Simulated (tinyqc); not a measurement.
Inside a calculation. Method: ROHF in the sto-3g basis, for OH+, spin multiplicity 3. This run ends on a higher stationary point, not on the lowest solution. One step of it, computed by the program tinyqc.

Task: Iteration 11 (converged): orbitals. Diagonalise F' = X^T F X, C = X C', fill 5 alpha and 3 beta electrons from the bottom; D(s) = C_occ C_occ^T. Each column has its largest component positive (the first on a tie).

converged F (hartree), lower triangle:
```
             1O 1s      1O 2s     1O 2px     1O 2py     1O 2pz      2H 1s
1O 1s   -20.965552
1O 2s    -5.319866  -2.880090
1O 2px    0.000000   0.000000  -0.884899
1O 2py    0.000000   0.000000  -0.122480  -0.676725
1O 2pz   -0.009947  -0.150527   0.000000   0.000000  -0.691187
2H 1s    -0.657054  -0.837768   0.000000   0.000000  -0.481268  -0.658574
```

X, lower triangle:
```
            1O 1s      1O 2s    1O 2px    1O 2py     1O 2pz     2H 1s
1O 1s    1.022584
1O 2s   -0.127902   1.068155
1O 2px   0.000000   0.000000  1.000000
1O 2py   0.000000   0.000000  0.000000  1.000000
1O 2pz  -0.004668   0.041582  0.000000  0.000000   1.037394
2H 1s    0.017332  -0.184629  0.000000  0.000000  -0.166691  1.082053
```

Give: F' = X^T F X; orbital energies; coefficients C; D(alpha) after iteration 11; D(beta) after iteration 11.

Result:

F' = X^T F X (hartree), lower triangle:
```
          1        2        3        4        5        6
1  -20.5986
2   -2.6694  -1.9056
3    0.0000   0.0000  -0.8849
4    0.0000   0.0000  -0.1225  -0.6767
5   -0.0147  -0.0649   0.0000   0.0000  -0.6014
6   -0.0427  -0.3858   0.0000   0.0000  -0.3285  -0.3862
```

orbital energies (hartree): MO1 -20.9728, MO2 -1.6678, MO3 -0.9415, MO4 -0.7569, MO5 -0.6201, MO6 -0.0942

coefficients C:
```
            MO1      MO2     MO3      MO4      MO5      MO6
1O 1s    0.9950  -0.2486  0.0000   0.0782   0.0000   0.0662
1O 2s    0.0207   0.9565  0.0000  -0.3587   0.0000  -0.3862
1O 2px   0.0000   0.0000  0.9076   0.0000  -0.4198   0.0000
1O 2py   0.0000   0.0000  0.4198   0.0000   0.9076   0.0000
1O 2pz   0.0016   0.1439  0.0000   0.7869   0.0000  -0.6825
2H 1s   -0.0036   0.1407  0.0000   0.4041   0.0000   1.0247
```

D(alpha) after iteration 11, lower triangle:
```
          1O 1s    1O 2s  1O 2px  1O 2py  1O 2pz   2H 1s
1O 1s    1.0580
1O 2s   -0.2452   1.0440
1O 2px   0.0000   0.0000  1.0000
1O 2py   0.0000   0.0000  0.0000  1.0000
1O 2pz   0.0274  -0.1446  0.0000  0.0000  0.6400
2H 1s   -0.0070  -0.0104  0.0000  0.0000  0.3382  0.1831
```

D(beta) after iteration 11, lower triangle:
```
          1O 1s   1O 2s  1O 2px  1O 2py  1O 2pz   2H 1s
1O 1s    1.0519
1O 2s   -0.2172  0.9153
1O 2px   0.0000  0.0000  0.8238
1O 2py   0.0000  0.0000  0.3810  0.1762
1O 2pz  -0.0341  0.1377  0.0000  0.0000  0.0207
2H 1s   -0.0386  0.1345  0.0000  0.0000  0.0202  0.0198
```
